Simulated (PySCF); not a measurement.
C2H3N. Atoms are numbered in the order given.

```xyz
6

C      0.0000     0.0000    -1.1786
C      0.0000     0.0000     0.2831
N      0.0000     0.0000     1.4313
H     -0.8885     0.5130    -1.5487
H      0.8885     0.5130    -1.5487
H      0.0000    -1.0259    -1.5487
```
Charge 0, spin multiplicity 1.

The structure is a stationary point at ωB97X-D3(BJ)/def2-TZVP.

The numbers are results of CAM-B3LYP/def2-TZVPD in PySCF, not measurements.

Symmetry labels are those of the subgroup Cs that the program uses (full group C3v).

Computed valence orbital energies around the gap with their symmetry:
```json
[
 {"orbital": "HOMO−7", "symmetry": "A'", "energy (eV)": "-27.07"},
 {"orbital": "HOMO−6", "symmetry": "A'", "energy (eV)": "-23.49"},
 {"orbital": "HOMO−5", "symmetry": "A'", "energy (eV)": "-16.06"},
 {"orbital": "HOMO−4", "symmetry": "A'", "energy (eV)": "-14.70"},
 {"orbital": "HOMO−3", "symmetry": "A\"", "energy (eV)": "-14.70"},
 {"orbital": "HOMO−2", "symmetry": "A'", "energy (eV)": "-11.92"},
 {"orbital": "HOMO−1", "symmetry": "A'", "energy (eV)": "-10.95"},
 {"orbital": "HOMO", "symmetry": "A\"", "energy (eV)": "-10.95"},
 {"orbital": "LUMO", "symmetry": "A'", "energy (eV)": "0.52"},
 {"orbital": "LUMO+1", "symmetry": "A'", "energy (eV)": "1.85"},
 {"orbital": "LUMO+2", "symmetry": "A'", "energy (eV)": "1.92"},
 {"orbital": "LUMO+3", "symmetry": "A\"", "energy (eV)": "1.92"}
]
```
